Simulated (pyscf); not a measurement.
SiH₃⁺ + H₂ -> SiH₃⁺ + H₂ (four-centre exchange; singlet surface; H–Si, H–H broken, H–Si, H–H formed). Single points on ωB97X-D3(BJ)/def2-SVP structures (PySCF, gas phase). Energies in eV from the separated reactants.

| level | barrier | reaction energy |
|---|---|---|
| ωB97X-D3(BJ)/def2-TZVP | 0.29 | 0.00 |
| PBE/def2-TZVP | ? | 0.00 |
| r²SCAN/def2-TZVP | 0.00 | 0.00 |
| B3LYP-D3(BJ)/def2-TZVP | ? | 0.00 |
| M06-2X/def2-TZVP | 0.41 | 0.00 |
| HF/def2-TZVP | 1.00 | 0.00 |

Problem. What belongs in the gaps?

Solution. 
- PBE/def2-TZVP, barrier: -0.05
- B3LYP-D3(BJ)/def2-TZVP, barrier: 0.28

On the reactant side the descent ends in a bound adduct, 0.76 eV under the separated species and 1.05 eV under the saddle at ωB97X-D3(BJ)/def2-TZVP. On the product side the descent ends in a bound adduct, 0.76 eV under the separated species and 1.05 eV under the saddle at ωB97X-D3(BJ)/def2-TZVP. At PBE the saddle lies under the separated reactants, which points to a path from their complex (located at ωB97X-D3(BJ) alone). At PBE the saddle lies under the separated products, which points to a path from their complex (located at ωB97X-D3(BJ) alone). At the saddle there is also a short H–Si contact that neither side keeps. This is the saddle that the search found; another between the same sides may lie lower.
